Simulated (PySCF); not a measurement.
# C4H10NP: the cost of one run

Computed with PySCF 2.14.0 and routines of our own; the level stands in each step. Atoms count from 0.

## Step 1: The system as given

16 atoms, charge 0, multiplicity 1; geometry from: GFN2-xTB.

## Step 2: Geometry optimisation at PBE0-D3(BJ)/def2-SVP

The job: settings as JSON, then the geometry in Å.

```
{"job": {"xc": "PBE0", "basis": "def2-SVP", "d3": "d3bj", "grid": 1, "kind": "geom"}, "charge": 0, "multiplicity": 1}
C     -1.615351    -1.319351     1.016989
C     -0.672207    -1.289753     0.090491
P      0.136558     0.193666    -0.596415
C      1.912181    -0.151687    -0.435296
C     -0.185294     1.521580     0.650380
N     -0.110228     0.494587    -2.106602
H     -2.117833    -2.234939     1.288248
H     -1.912214    -0.438047     1.561465
H     -0.407138    -2.184791    -0.464428
H      2.142037    -1.023313    -1.044406
H      2.450216     0.704952    -0.835722
H      2.192852    -0.330250     0.600248
H      0.387322     2.393872     0.336277
H     -1.243006     1.781188     0.633792
H      0.107499     1.225576     1.653936
H     -1.072995     0.665653    -2.360367
```

Launch:

```console
$ OMP_NUM_THREADS=1 python excited_run.py task.json out
```

One launch serves the whole session: the jobs run in the order shown.

Q: Estimate the wall time and peak memory of this first job on 1 thread of Arm Neoverse V1, shared host.

About 26 s, with a peak of 0.63 GiB.
